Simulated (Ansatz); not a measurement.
# CH2N2: interaction energy of a dimer with the counterpoise correction from a Python script

Aim: the interaction energy of a dimer with the counterpoise correction, for CH2N2, run from a script.

All numbers are computed with Ansatz 0.2.0 through its Python package. Level of theory: PBE+D4/cc-pVDZ.

### Step 1. The system

Bond lengths: N1–C2 1.123 Å, C2–N3 1.142 Å, N1–H4 1.049 Å, N3–H5 1.044 Å. Angles: N1–C2–N3 178.0°, C2–N1–H4 105.0°, C2–N3–H5 110.3°.

The script holds or builds the structure itself.

### Step 2. Script

ch2n2.py

```python
"""Interaction energy of two CH2N2 molecules, with the counterpoise correction."""

import ansatz

FIRST = [
    ("N", (-1.1093, -0.1293, 0.2487)),
    ("C", (-0.0214, 0.0056, 0.004)),
    ("N", (1.0897, 0.1029, -0.241)),
    ("H", (-1.6231, 0.4052, -0.4938)),
    ("H", (1.664, -0.3846, 0.4822)),
]
SECOND = [
    ("N", (-0.9019, 2.7665, 0.1442)),
    ("C", (-1.5569, 3.6752, 0.2266)),
    ("N", (-2.19, 4.6222, 0.3059)),
    ("H", (-1.3766, 2.1525, -0.5619)),
    ("H", (-1.7869, 5.2684, 1.0204)),
]

def energy(atoms, ghosts=()):
    molecule = ansatz.Crystal.molecule()
    for symbol, xyz in atoms:
        molecule = molecule.atom(symbol, xyz)
    calc = (
        molecule.calculation()
        .basis(gaussian="cc-pVDZ")
        .functional("pbe", dispersion="d4")
    )
    deck = calc.input()
    if ghosts:
        deck = deck.set(ansatz.key.basis.gaussian.ghost_atoms, [{"symbol": s, "position_ang": list(xyz)} for s, xyz in ghosts])
    return ansatz.Session.from_dict(deck).plan().execute().report["free_energy_ev"]

# ghost atoms carry the functions of the partner
both = energy(FIRST + SECOND)
alone = energy(FIRST) + energy(SECOND)
ghosted = energy(FIRST, SECOND) + energy(SECOND, FIRST)
print(f"dimer {both:.6f} eV")
print(f"interaction, uncorrected   {96.485332 * (both - alone):8.3f} kJ/mol")
print(f"interaction, counterpoise  {96.485332 * (both - ghosted):8.3f} kJ/mol")
print(f"basis-set superposition    {96.485332 * (alone - ghosted):8.3f} kJ/mol")
```

### Step 3. Running it

Started as:

```sh
$ python ch2n2.py
```

**Question.** How large is the interaction at this pose, and how much of it is basis-set superposition?

**Answer**, as computed:

| quantity | value |
| --- | --- |
| interaction energy, uncorrected | 15.068 kJ/mol |
| interaction energy, counterpoise | 22.094 kJ/mol |
| runs compared | 5 |

The pair is unbound at this geometry and level. Uncorrected it is 15.068 kJ/mol, with the counterpoise correction 22.094 kJ/mol; the difference, 7.03 kJ/mol, is the superposition error. The pose is repulsive. The dimer is a generated trial pose of unrelaxed monomers, not a minimum, so the figure is no binding energy, and the basis set is small.
